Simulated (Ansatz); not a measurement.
# C₄H₆ClN: one species, many methods

One table from this session's results is given with a row withheld; the runs are named, their logs left out.

Method: functionals in def2-TZVPP, the program's frozen cores in correlated methods; program: Ansatz 0.2.0, Gaussian basis.

The runs, in order: LDA (SPW92), PBE-D4, revPBE-D4, BLYP-D4, r2SCAN-D4, B97M-V, PBE0-D4, B3LYP-D4, r2SCANh-D4, r2SCAN0-D4, HSE06-D4, BHLYP-D4, CAM-B3LYP-D4, LC-ωPBE, ωB97X-V, ωB97M-V, B2PLYP, PBE-QIDH; CCSD(T)/def2-SVP; CCSD(T)/def2-TZVPP; MP2/def2-QZVPP; extrapolation to the limit; RPA on PBE.

### The geometry

An earlier PBE0-D4 in a triple-zeta def2 set relaxation fixed the geometry.

SMILES `C/C=N\C=C\Cl`, 12 atoms, charge 0, spin multiplicity 1.

Atoms are counted from 1 here; the program's logs count them from 0.

Bond lengths: C1–C2 1.493 Å, C1–H7 1.095 Å, C1–H8 1.088 Å, C1–H9 1.094 Å, C2–N3 1.272 Å, C2–H10 1.093 Å, N3–C4 1.383 Å, C4–C5 1.332 Å, C4–H11 1.089 Å, C5–Cl6 1.711 Å, C5–H12 1.082 Å. Angles: C2–C1–H7 109.4°, C2–C1–H8 114.3°, C2–C1–H9 109.4°, H7–C1–H8 108.5°, H7–C1–H9 106.4°, H8–C1–H9 108.5°, C1–C2–N3 130.0°, C1–C2–H10 114.8°, N3–C2–H10 115.2°, C2–N3–C4 121.6°, N3–C4–C5 118.4°, N3–C4–H11 122.2°, C5–C4–H11 119.4°, C4–C5–Cl6 122.7°, C4–C5–H12 122.1°, Cl6–C5–H12 115.2°.

As a file:

| atom | x (Å) | y (Å) | z (Å) |
| --- | --- | --- | --- |
| C1 | 0.6988 | -1.0745 | 1.4113 |
| C2 | 1.2716 | -0.1249 | 0.4118 |
| N3 | 0.6955 | 0.5477 | -0.5019 |
| C4 | -0.6711 | 0.4762 | -0.7032 |
| C5 | -1.2059 | 1.2067 | -1.6804 |
| Cl6 | -2.8812 | 1.2029 | -2.0278 |
| H7 | 1.1403 | -2.0656 | 1.2657 |
| H8 | -0.3840 | -1.1704 | 1.3692 |
| H9 | 0.9807 | -0.7555 | 2.4192 |
| H10 | 2.3540 | 0.0092 | 0.4762 |
| H11 | -1.3156 | -0.1546 | -0.0932 |
| H12 | -0.6062 | 1.8477 | -2.3129 |

The first run:

File in.yaml:

```yaml
crystal:
  periodic: [false, false, false]
  atoms:
    - {symbol: C, position_ang: [0.698818, -1.074508, 1.411261]}
    - {symbol: C, position_ang: [1.271585, -0.124875, 0.411822]}
    - {symbol: N, position_ang: [0.695507, 0.547727, -0.501853]}
    - {symbol: C, position_ang: [-0.671116, 0.476178, -0.703222]}
    - {symbol: C, position_ang: [-1.205879, 1.206696, -1.680401]}
    - {symbol: Cl, position_ang: [-2.881226, 1.202918, -2.027815]}
    - {symbol: H, position_ang: [1.140348, -2.065561, 1.265691]}
    - {symbol: H, position_ang: [-0.384001, -1.170380, 1.369230]}
    - {symbol: H, position_ang: [0.980749, -0.755543, 2.419209]}
    - {symbol: H, position_ang: [2.353981, 0.009188, 0.476181]}
    - {symbol: H, position_ang: [-1.315580, -0.154601, -0.093222]}
    - {symbol: H, position_ang: [-0.606187, 1.847661, -2.312880]}
basis:
  gaussian: {orbitals: def2-TZVPP}
hamiltonian: {xc: lda}
output: {orbitals: {seedname: orbitals}}
```

Among the steps run: LDA; PBE-D4 (GGA); revPBE-D4 (GGA); BLYP-D4 (GGA); r2SCAN-D4 (meta-GGA); B97M-V (meta-GGA); PBE0-D4 (hybrid); B3LYP-D4 (hybrid); r2SCANh-D4 (hybrid); r2SCAN0-D4 (hybrid); HSE06-D4 (hybrid); BHLYP-D4 (hybrid); CAM-B3LYP-D4 (range-separated); LC-ωPBE (range-separated); ωB97X-V (range-separated); ωB97M-V (range-separated); B2PLYP (double hybrid); PBE-QIDH (double hybrid).

One of the session's tables, all rows but one given; the rest of the session is left out.

It belongs to the step «Orbital energies across the functionals». 

```
  functional  HOMO (eV)  gap (eV)
 LDA (SPW92)      -6.02      3.67
      PBE-D4      -5.83      3.71
   revPBE-D4          ?         ?
     BLYP-D4      -5.66      3.70
   r2SCAN-D4      -5.99      4.02
      B97M-V      -5.99      4.14
     PBE0-D4      -6.83      5.65
    B3LYP-D4      -6.63      5.24
  r2SCANh-D4      -6.36      4.75
  r2SCAN0-D4      -6.94      5.84
    HSE06-D4      -6.44      4.89
    BHLYP-D4      -7.69      7.62
CAM-B3LYP-D4      -8.05      7.98
     LC-ωPBE      -9.36     10.38
     ωB97X-V      -8.98      9.96
     ωB97M-V      -8.88      9.79
```

Q: Estimate the row for revPBE-D4 from the others.

**Answer.** HOMO (eV): -5.76; gap (eV): 3.73. In the column «HOMO (eV)» it lies between PBE-D4 (-5.83) and BLYP-D4 (-5.66).
